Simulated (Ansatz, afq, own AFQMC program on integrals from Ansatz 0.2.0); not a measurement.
Two steps: Ansatz 0.2.0 writes the Fock matrix and Cholesky factors of the valence space, and afq projects on them the lowest state that overlaps trial and start.

```yaml
crystal:
  periodic: [false, false, false]
  atoms:
    - {symbol: Si, position_ang: [-0.401406, -0.003470, 0.000339]}
    - {symbol: B, position_ang: [1.297530, 0.011217, -0.001095]}
    - {symbol: H, position_ang: [-0.922856, 1.393873, 0.002833]}
    - {symbol: H, position_ang: [-0.903643, -0.710524, 1.213729]}
    - {symbol: H, position_ang: [-0.905722, -0.706967, -1.214256]}
basis:
  gaussian: {orbitals: cc-pVDZ}
magnetization: {spin_polarized: false}
correlation: {method: ccsd_t, electrons: outside_noble_gas, hamiltonian_folder: ham}
```

```sh
$ ansatz run in.yaml --threads 1 --pin off --events-out ev --progress --plain --max-ram 1382MiB
```

Options of the walk:

```
--method phaseless --trial cisd --walkers 60 --populations 1 --least-time 40 --time-step 0.005 --steps-per-block 50 --equilibration-blocks 28 --max-blocks 300 --target-error 0.00038 --factor-cut 1e-05 --seed 3650 --release-times 0.24,0.51,0.99,1.62,2.4 --release-step 0.03 --release-every 4 --taylor-order 6
```

Times are imaginary, in 1/Eh. The walk had a cap of 656 s.

Output of the walk:

```
orbitals 41  electrons 5 5  factors 318 of 444
reference energy -315.14088752 Eh
CCSD correlation -0.20856429 Eh in 12 cycles, weight of the determinant in the CISD state 0.8430
energy of the start -315.349452 Eh
 block  time / (1/Eh)  mean weight  energy / Eh
     1     0.250  1.0017  -315.346057
     2     0.500  0.9986  -315.346518
     3     0.750  1.0010  -315.348951
     4     1.000  0.9991  -315.349482
     5     1.250  0.9994  -315.351327
     7     1.750  1.0011  -315.352306
     9     2.250  1.0000  -315.352832
    17     4.250  1.0036  -315.356403
    33     8.250  1.0013  -315.354043
    49    12.250  1.0005  -315.361298
    57    14.250  0.9999  -315.351051
    65    16.250  0.9978  -315.352851
    81    20.250  1.0034  -315.357827
    97    24.250  1.0028  -315.353682
   113    28.250  0.9996  -315.357434
   129    32.250  0.9986  -315.354698
   145    36.250  1.0000  -315.360789
   153    38.250  1.0010  -315.375121
   161    40.250  0.9983  -315.356053
   177    44.250  0.9968  -315.363689
   193    48.250  0.9984  -315.356082
   209    52.250  0.9984  -315.353027
   225    56.250  1.0000  -315.351138
   241    60.250  0.9993  -315.357966
   257    64.250  0.9987  -315.361594
   273    68.250  0.9996  -315.352667
   289    72.250  0.9989  -315.364721
   305    76.250  1.0023  -315.355562
   321    80.250  0.9995  -315.355656
blocks merged  error / Eh  count
     1  0.000246  300
     2  0.000315  150
     4  0.000378  75
     8  0.000460  37
    16  0.000488  18
    32  0.000492  9
released: time / (1/Eh)  energy / Eh  error  mean overlap
  0.24  -315.357240  0.000558  1.0008
  0.51  -315.357491  0.000528  0.9950
  0.99  -315.358150  0.000615  0.9840
  1.62  -315.358113  0.000765  0.9782
  2.40  -315.356770  0.000933  1.0235
energy -315.356898 +/- 0.000488 Eh
(rows thinned)
```

The run passed its tests (sampling time, drift between the halves within three errors, error under three times the target), which doesn't prove that it has relaxed.

Against this walk (error 13.3 meV) on the same determinant: CCSD(T) 42.4 meV higher, CCSDT(Q) 4.8 meV lower (within the noise). The error is statistical and leaves out the bias of the constraint. Released to 2.40 1/Eh the energy moves by 3 ± 29 meV (both errors), within twice the noise.

Cautions: constraint bias not in the error; error above the target (13.3 against 10.3 meV); higher spins were not checked; restricted determinant unstable towards unrestricted (UHF 599 meV lower, ⟨S²⟩ 0.81); CCSDT(Q) on the UHF determinant differs (21 meV lower), perhaps since the unrestricted series falls towards higher spin.

The walk took 3.3 min on 1 thread of Intel(R) Xeon(R) Platinum 8488C (Sapphire Rapids), with other jobs on the host. The log's last line is the phaseless energy.

CCSDT and higher add their correlation energy to the determinant of the CCSD(T) run, since their own runs factorise the integrals more tightly (a shift of under 2 meV). A walk keeps the symmetry of its determinant, which the program's search chose and which needn't be the lowest solution, so a lower state of the same spin and another symmetry isn't excluded.
